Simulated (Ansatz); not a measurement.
# CH6S: the cost of one run

All numbers below are computed with Ansatz 0.2.0 (RKS B3LYP/6-31G).

## Step 1: Starting point

Bond lengths: C1–S2 1.821 Å, C1–H3 1.086 Å, C1–H4 1.085 Å, C1–H5 1.085 Å, S2–H6 1.331 Å. Angles: C1–S2–H6 96.3°, S2–C1–H3 109.7°, S2–C1–H4 106.4°, S2–C1–H5 109.6°, H3–C1–H4 110.0°, H3–C1–H5 111.0°, H4–C1–H5 110.0°.

Coordinates:

```xyz
8

C     0.1181    0.2955   -1.3932
S     0.5236   -0.9545   -0.1327
H    -0.5558   -0.1319   -2.1292
H     1.0563    0.5699   -1.8643
H    -0.3265    1.1632   -0.9163
H    -0.7192   -1.1193    0.3143
H     0.2260   -0.0498    2.8247
H    -0.3224    0.2269    3.2967
```

## Step 2: Preparing the start

Input file input.yaml:

```yaml
crystal:
  periodic: [false, false, false]
  atoms:
    - { symbol: C, position_ang: [0.1181, 0.2955, -1.3932] }
    - { symbol: S, position_ang: [0.5236, -0.9545, -0.1327] }
    - { symbol: H, position_ang: [-0.5558, -0.1319, -2.1292] }
    - { symbol: H, position_ang: [1.0563, 0.5699, -1.8643] }
    - { symbol: H, position_ang: [-0.3265, 1.1632, -0.9163] }
    - { symbol: H, position_ang: [-0.7192, -1.1193, 0.3143] }
    - { symbol: H, position_ang: [0.226, -0.0498, 2.8247] }
    - { symbol: H, position_ang: [-0.3224, 0.2269, 3.2967] }
basis:
  gaussian: { orbitals: "6-31G" }
hamiltonian:
  xc: b3lyp
relax:
  f_tol: 0.02
  max_steps: 40
scf:
  lower_state_search: "off"
```

On the command line:

```console
$ ansatz run input.yaml --threads 1 --pin off --max-ram 2048MiB --backend cpu --events-out ev --progress --plain --runs-dir out
```

Q: Estimate wall time and peak memory on 1 thread of an Arm CPU, shared host.

About 27 s, with a peak of 0.09 GiB.
